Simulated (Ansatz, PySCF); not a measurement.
Caution: the restricted solution is unstable towards spin-unrestricted or complex orbitals, so a lower solution exists and this singlet may not be the ground state. This singlet lies within 0.05 eV of the relaxed triplet at the level frozen-core CCSD(T)/cc-pVTZ // B3LYP-D3(BJ)/def2-TZVP (Ansatz, a program for electronic structure).

Z-matrix (Å, degrees):
```
C
C 1 1.4658
H 2 1.0906 1 114.32
H 2 1.1022 3 111.70 1 -136.92
H 2 1.1077 3 105.10 4 -115.23
C 1 1.4659 2 112.53 3 -152.63
H 6 1.0906 1 114.28 2 -152.49
H 6 1.1022 7 111.69 1 -136.89
H 6 1.1076 7 105.07 8 -115.24
```
Charge 0, multiplicity 1.

Question: What is the computed LUMO, HOMO, HOMO–LUMO gap, dipole moment and total energy (PySCF with PBE-D3(BJ)/def2-TZVP // B3LYP-D3(BJ)/def2-TZVP)?

Answer: 
```
Item                 Value
-------------  -----------
LUMO              -2.90 eV
HOMO              -4.42 eV
HOMO–LUMO gap      1.52 eV
dipole moment       2.02 D
total energy   -3202.02 eV
```
